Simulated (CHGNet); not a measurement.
α-N2

Computed with the machine-learned potential CHGNet-r²SCAN (trained on r²SCAN data).

Cell: relaxed at this level.

lattice constant a: 5.623 Å
volume per atom: 22.22 Å³/atom

Measured, for comparison: lattice constant a 5.644 Å (4 K, zero-point motion not removed, our sources range from 5.644 to 5.667; as tabulated in Wyckoff, Crystal Structures 1 (1963), as in the American Mineralogist Crystal …); equilibrium volume per atom 22.47 Å³/atom (4 K, zero-point motion not removed; as tabulated in Wyckoff, Crystal Structures 1 (1963), as in the American Mineralogist Crystal …). Computed (rounded) less measured: lattice constant a -0.4 % (-0.4 % to -0.8 % over the range), equilibrium volume per atom -1.1 %.

A machine-learned potential is trained on density-functional data: it inherits that level's misses and adds fitting errors of its own.

Note: the model gives imaginary modes for this phase (in the spectrum interpolated from a supercell).
